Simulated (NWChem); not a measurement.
System: SiCl4; SMILES Cl[Si](Cl)(Cl)Cl

Computed with NWChem. Pople sets run with spherical d functions. All runs use the structure optimised with PBE0/def2-SVP.

Question: Order these by “highest occupied level (eV)”, lowest first: Hartree-Fock/STO-3G; Hartree-Fock/6-311G**; Hartree-Fock/3-21G.

Answer: Hartree-Fock/3-21G (-13.69), Hartree-Fock/6-311G** (-13.15), Hartree-Fock/STO-3G (-12.09)
